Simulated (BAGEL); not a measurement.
# CH3FOS (SMILES O=[SH]CF): B3LYP/6-31G(d) (density fitting with qzvpp-jkfit, spherical functions)

Aim: the energy change on altering one bond length of CH3FOS at B3LYP/6-31G* (density fitting with qzvpp-jkfit, spherical functions), from 2 runs. 

Program for the calculation: BAGEL 1.2.2.

2 further runs of the same task are left out: 1 that didn't finish, 1 set aside as unsound or not needed. Runs told in other sessions of the task aren't counted.

## 1. The system as given

CH3FOS: 7 atoms, total charge 0, spin state singlet. SMILES: `O=[SH]CF`. The shape is that of a GFN2-xTB optimisation. This is one conformer, not always the lowest.

Bond lengths: O1–S2 1.452 Å, S2–C3 1.886 Å, C3–F4 1.359 Å, S2–H5 1.425 Å, C3–H6 1.092 Å, C3–H7 1.092 Å. Angles: O1–S2–C3 106.7°, S2–C3–F4 108.7°, O1–S2–H5 104.6°, C3–S2–H5 87.9°, S2–C3–H6 109.2°, S2–C3–H7 109.5°, F4–C3–H6 108.5°, F4–C3–H7 108.0°, H6–C3–H7 112.9°.

## 2. A single-point energy at B3LYP/6-31G(d) (density fitting with qzvpp-jkfit, spherical functions)

Contents of calc.json:

```json
{ "bagel": [

{
  "title": "molecule",
  "basis": "6-31gs.json",
  "df_basis": "qzvpp-jkfit",
  "angstrom": true,
  "geometry": [
    { "atom": "O", "xyz": [      -1.695160,      -0.503800,      -1.016040 ] },
    { "atom": "S", "xyz": [      -1.156090,       0.355800,       0.022880 ] },
    { "atom": "C", "xyz": [       0.623450,      -0.196970,       0.316460 ] },
    { "atom": "F", "xyz": [       0.628630,      -1.156330,       1.278890 ] },
    { "atom": "H", "xyz": [      -0.634220,       1.482230,      -0.676970 ] },
    { "atom": "H", "xyz": [       1.021130,      -0.628730,      -0.604340 ] },
    { "atom": "H", "xyz": [       1.212260,       0.647790,       0.679130 ] }
  ]
},

{
  "title": "ks",
  "xc_func": "b3lyp"
},

{
  "title": "print",
  "file": "orbitals.molden",
  "orbitals": true
}

]}
```

The basis set 6-31G* is read from a file made from the Basis Set Exchange's data (not shown).

Launch:

```sh
$ BAGEL_NUM_THREADS=1 BAGEL calc.json > calc.out
```

Standard output:

```text
* using 1 threads per process

  ===============================================================
  ===============================================================

  *** Geometry ***

  { "atom" : "O", "xyz" : [     -3.203388,     -0.952044,     -1.920037 ] },
  { "atom" : "S", "xyz" : [     -2.184693,      0.672365,      0.043237 ] },
  { "atom" : "C", "xyz" : [      1.178150,     -0.372219,      0.598023 ] },
  { "atom" : "F", "xyz" : [      1.187939,     -2.185147,      2.416752 ] },
  { "atom" : "H", "xyz" : [     -1.198502,      2.801009,     -1.279288 ] },
  { "atom" : "H", "xyz" : [      1.929656,     -1.188128,     -1.142037 ] },
  { "atom" : "H", "xyz" : [      2.290839,      1.224146,      1.283370 ] },

  Number of auxiliary basis functions:      411

  Since a DF basis is specified, we compute 2- and 3-index integrals:
    o Being stored without compression. Storage requirement is 0.014 GB

  Number of basis functions:       66
  Number of electrons      :       42

    * METHOD: MOLECULE                             0.16

  *** Kohn-Sham DFT ***

    * Removing 12229 points whose weight is below 1.00e-10
    * Grid points: 92113

  === Nuclear Repulsion ===
   175.5805982048

       - DIIS with orbital gradients will be used.

  === KS iteration (b3lyp / 6-31gs.json) ===
      0       -585.63437552          0.16962828           0.27
      1       -564.02340972          0.20773912           0.25
      2       -584.26500836          0.17636359           0.25
      3       -607.61337758          0.11467326           0.26
      4       -611.55991460          0.05628998           0.25
      5       -612.97039760          0.01628535           0.25
      6       -612.99736938          0.01268252           0.25
      7       -613.05790175          0.00378612           0.25
      8       -613.06239295          0.00126767           0.25
      9       -613.06288348          0.00056866           0.26
     10       -613.06300874          0.00007542           0.25
     11       -613.06301103          0.00003675           0.26
     12       -613.06301162          0.00001439           0.25
     13       -613.06301169          0.00000500           0.26
     14       -613.06301169          0.00000153           0.26
     15       -613.06301170          0.00000055           0.25
     16       -613.06301170          0.00000028           0.25
     17       -613.06301170          0.00000007           0.26
     18       -613.06301170          0.00000003           0.25
     19       -613.06301170          0.00000001           0.25
     20       -613.06301170          0.00000001           0.26
    * SCF iteration converged.

    * Permanent dipole moment:
           (   -0.817414,    -1.000390,    -0.300036) a.u.

    * METHOD: KS                                   5.78

    * METHOD: PRINT                                0.01

  ===============================================================
```

Wall time 6.3 s (1 thread of Arm Neoverse V1, shared host); peak memory 0.31 GiB.

## 3. The distorted shape, same level

Contents of input.json:

```json
{ "bagel": [

{
  "title": "molecule",
  "basis": "6-31gs.json",
  "df_basis": "qzvpp-jkfit",
  "angstrom": true,
  "geometry": [
    { "atom": "O", "xyz": [      -1.776013,      -0.632727,      -1.171863 ] },
    { "atom": "S", "xyz": [      -1.156090,       0.355800,       0.022880 ] },
    { "atom": "C", "xyz": [       0.623450,      -0.196970,       0.316460 ] },
    { "atom": "F", "xyz": [       0.628630,      -1.156330,       1.278890 ] },
    { "atom": "H", "xyz": [      -0.634220,       1.482230,      -0.676970 ] },
    { "atom": "H", "xyz": [       1.021130,      -0.628730,      -0.604340 ] },
    { "atom": "H", "xyz": [       1.212260,       0.647790,       0.679130 ] }
  ]
},

{ "title": "ks", "xc_func": "b3lyp", "charge": 0 },

{ "title": "print", "file": "orbitals.molden", "orbitals": true }

]}
```

The basis set 6-31G* is read from a file made from the Basis Set Exchange's data (not shown).

Launch:

```sh
$ BAGEL_NUM_THREADS=1 BAGEL input.json > input.out
```

Standard output:

```text
* using 1 threads per process

  ===============================================================
  ===============================================================

  *** Geometry ***

  { "atom" : "O", "xyz" : [     -3.356178,     -1.195681,     -2.214500 ] },
  { "atom" : "S", "xyz" : [     -2.184693,      0.672365,      0.043237 ] },
  { "atom" : "C", "xyz" : [      1.178150,     -0.372219,      0.598023 ] },
  { "atom" : "F", "xyz" : [      1.187939,     -2.185147,      2.416752 ] },
  { "atom" : "H", "xyz" : [     -1.198502,      2.801009,     -1.279288 ] },
  { "atom" : "H", "xyz" : [      1.929656,     -1.188128,     -1.142037 ] },
  { "atom" : "H", "xyz" : [      2.290839,      1.224146,      1.283370 ] },

  Number of auxiliary basis functions:      411

  Since a DF basis is specified, we compute 2- and 3-index integrals:
    o Being stored without compression. Storage requirement is 0.014 GB

  Number of basis functions:       66
  Number of electrons      :       42

    * METHOD: MOLECULE                             0.16

  *** Kohn-Sham DFT ***

    * Removing 11947 points whose weight is below 1.00e-10
    * Grid points: 92395

  === Nuclear Repulsion ===
   168.2332411604

       - DIIS with orbital gradients will be used.

  === KS iteration (b3lyp / 6-31gs.json) ===
      0       -588.25592909          0.14747807           0.27
      1       -567.49829587          0.21156534           0.25
      2       -586.26223885          0.16772726           0.26
      3       -604.11219239          0.11846155           0.26
      4       -609.68554747          0.07874387           0.25
      5       -612.74945059          0.02703900           0.26
      6       -612.77207751          0.02402440           0.26
      7       -612.97697803          0.01347352           0.26
      8       -613.04168582          0.00457200           0.26
      9       -613.04759694          0.00240817           0.26
     10       -613.04960760          0.00037224           0.26
     11       -613.04966296          0.00013703           0.26
     12       -613.04966894          0.00002332           0.26
     13       -613.04966889          0.00002698           0.26
     14       -613.04966917          0.00000214           0.26
     15       -613.04966917          0.00000095           0.26
     16       -613.04966917          0.00000033           0.26
     17       -613.04966917          0.00000007           0.26
     18       -613.04966917          0.00000003           0.26
     19       -613.04966917          0.00000001           0.26
    * SCF iteration converged.

    * Permanent dipole moment:
           (   -1.096765,    -1.198032,    -0.473648) a.u.

    * METHOD: KS                                   5.57

    * METHOD: PRINT                                0.01

  ===============================================================
```

Wall time 6 s (1 thread of Arm Neoverse V1, shared host); peak memory 0.31 GiB.

## 4. What came out

At B3LYP/6-31G* (density fitting with qzvpp-jkfit, spherical functions):

| quantity | value |
| --- | --- |
| first shape: total energy | -613.06301 Eh |
| first shape: dipole moment | 3.37 D |
| first shape: HOMO energy | -6.84 eV |
| first shape: LUMO energy | -0.11 eV |
| first shape: HOMO–LUMO gap | 6.73 eV |
| distorted shape: total energy | -613.04967 Eh |
| distorted shape: dipole moment | 4.30 D |
| distorted shape: HOMO energy | -6.55 eV |
| distorted shape: LUMO energy | -0.66 eV |
| distorted shape: HOMO–LUMO gap | 5.89 eV |
| energy change with the O1–S2 bond stretched from 1.452 to 1.670 Å | 0.363 eV |

With the O1–S2 bond stretched from 1.452 to 1.670 Å the energy rises by 0.36 eV (8.4 kcal/mol). The first shape isn't relaxed at this level, so the change isn't measured from a minimum.
